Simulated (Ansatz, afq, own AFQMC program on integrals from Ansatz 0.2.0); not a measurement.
AFQMC, coupled cluster and functionals along a coordinate of HBr + GeH$_{3}$, doublet

```xyz
6

Br   -1.6607    0.0000    0.0000
H    -0.2401    0.0000    0.0000
Ge    1.7383    0.0000    0.0000
H     2.2069   -1.4659    0.0000
H     2.2069    0.7330   -1.2695
H     2.2069    0.7330    1.2695
```

A hydrogen atom is moved from one rigid fragment to the other; the Br1–H2 distance tells how far. The two fragments are held close together, so this isn't a minimum-energy path and the start is a compressed complex. Energies in kJ/mol count from this geometry (1.421 Å) at the same level; the start stands on UHF, each point on the determinant named.

Basis cc-pVTZ. Noble-gas cores (and the filled d shells of Ga–Kr and In–Xe) are frozen. AFQMC by an in-house program on the Cholesky factors that Ansatz 0.2.0 writes for its CCSD(T) run. The CISD trial takes its coefficients from CCSD amplitudes. Released means that phaseless walkers are propagated on without the constraint, phases kept. ± is one standard error of the sampling. No spin–orbit coupling.

Cautions, each for one point or more: inner d shell frozen; no relativity below Rb; no spin-orbit coupling.

```
r(Br1–H2) / Å  det.     T1  weight  ⟨S²⟩  CCSD(T)  ph-AFQMC/CISD   PBE0     HF
        1.549   UHF  0.013    0.85  0.78     -6.5     -6.9 ± 0.9  -10.1   -3.5
        1.613   UHF  0.013    0.85  0.78     -6.8     -6.9 ± 0.9  -11.0   -4.6
        1.677   UHF  0.014    0.85  0.78     -7.0     -6.7 ± 1.0  -11.0   -7.3
        1.741   UHF  0.014    0.85  0.78     -7.1     -8.2 ± 1.0  -10.1  -11.4
        1.869   UHF  0.013    0.85  0.77     -2.2     -2.7 ± 1.1   -1.9  -17.2
```

Weight is that of the determinant in the CISD state; at the start T1 is 0.011 and the weight 0.85, and ⟨S²⟩ is 0.76. Largest departures from phaseless AFQMC with a CISD trial: CCSD(T) 1.2 kJ/mol at 1.741 (on UHF) (within the noise), PBE0 -4.3 kJ/mol at 1.677, HF -14.5 kJ/mol at 1.869 (on UHF). The walk's constraint bias lies outside its error bars, so these are departures and not errors. Functionals count only at points shown to share the start's state and spin.

Some points may be missing: those where a free walk finds a much lower state, and past Zn most of those on another determinant than at the start.

A walk keeps the symmetry of its determinant, which the program's search chose and which needn't be the lowest solution, so a lower state of the same spin and another symmetry isn't excluded.
